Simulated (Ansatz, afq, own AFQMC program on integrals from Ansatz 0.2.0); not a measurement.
## MgF⁻, singlet in aug-cc-pVDZ, levels against CCSDT(Q)

```csv
atom,x (Å),y (Å),z (Å)
F,0.0000,0.0000,0.0000
Mg,0.0000,0.0000,2.9650
```

Basis aug-cc-pVDZ. Only valence electrons are correlated. Ansatz 0.2.0 and our own AFQMC program on the same integrals; the CISD trial comes from CCSD amplitudes, and released means the phaseless constraint is let go. Error bars are statistical, one sigma.

Determinant: RHF, the one that the program's search chose, which needn't be the lowest solution. The geometry is a point of a scan.

No full CI on the walks' own integrals is used here; CCSDT(Q) serves as the reference and is uncertain by about the last step of the cluster series.

Cautions: higher spins were not checked; raised T1 diagnostic (T1 0.025, weight of the determinant 0.87, largest double 0.12).

The T1 diagnostic is 0.0249. The weight of the determinant in the CISD state is 0.872 and the size of the correlated space is 10 electrons in 44 orbitals.

Reference: CCSDT(Q), correlation energy -7.509 eV. The released energy is read at 2.40 1/Eh (meV from the phaseless value at times in 1/Eh: 1 ± 26 at 0.24, 28 ± 27 at 0.51, -1 ± 26 at 0.99, 37 ± 35 at 1.62, 44 ± 59 at 2.40).

| level | E − E(reference) (meV) | share of correlation (%) |
| --- | --- | --- |
| HF | 7508.7 | 0.00 |
| MP2 | 422.2 | 94.38 |
| CCSD | 216.3 | 97.12 |
| CCSD(T) | 29.1 | 99.61 |
| CCSDT | 16.6 | 99.78 |
| ph-AFQMC/CISD | -15.9 ± 30.6 | 100.21 |
| released AFQMC | 27.6 ± 59.0 | 99.63 |

A walk keeps the symmetry of its determinant, which the program's search chose and which needn't be the lowest solution, so a lower state of the same spin and another symmetry isn't excluded. Released energies are given only where the last usable release times agree within the noise; a slower fall can still hide under it.
